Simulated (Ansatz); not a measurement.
Consider the substitution at a C–C bond: `CC1CCC1` + H–F → `FC1CCC1` + CH₄.

Isolated molecules relaxed with PBE0-D4/def2-TZVP in Ansatz; ΔE leaves out vibrations. CBS: MP2 limit from def2 TZ/QZ plus the TZ coupled-cluster correction, frozen cores. This one scheme is used for every species. Functionals use def2-TZVPP. B3LYP here is the variant with VWN-RPA as its local correlation; programs differ in this.

(1) Is it downhill or uphill in electronic energy at CCSD(T)/CBS, and by how much? (Estimate.)

(2) What do these levels give: PBE-D4, r2SCAN-D4, PBE0-D4, ωB97M-V, PBE, r2SCAN, PBE0, B3LYP, MP2/def2-TZVPP, SCS-MP2/def2-TZVPP, MP2/def2-QZVPP, CCSD/CBS(def2)? (An estimate is asked.)

Largest T1 diagnostic among the species: 0.010.

Answers

(1) Ansatz gave: Uphill: ΔE = +21.3 kJ/mol.

(2) Ansatz gave: PBE-D4 7.4, r2SCAN-D4 2.4, PBE0-D4 11.9, ωB97M-V 8.0, PBE 1.4, r2SCAN 0.7, PBE0 6.7, B3LYP -4.3, MP2/def2-TZVPP 27.8, SCS-MP2/def2-TZVPP 19.8, MP2/def2-QZVPP 29.9, CCSD/CBS(def2) 19.7 kJ/mol.

From PBE to PBE0 (25 % exact exchange), in def2-TZVPP and without D4, ΔE moves by +5.3 kJ/mol. The D4 term adds +9.3 kJ/mol with B3LYP and +5.2 kJ/mol with PBE0; it sums over pairs of atoms, weighted by their polarisabilities, and B3LYP, whose exchange is more repulsive, gets the larger term.
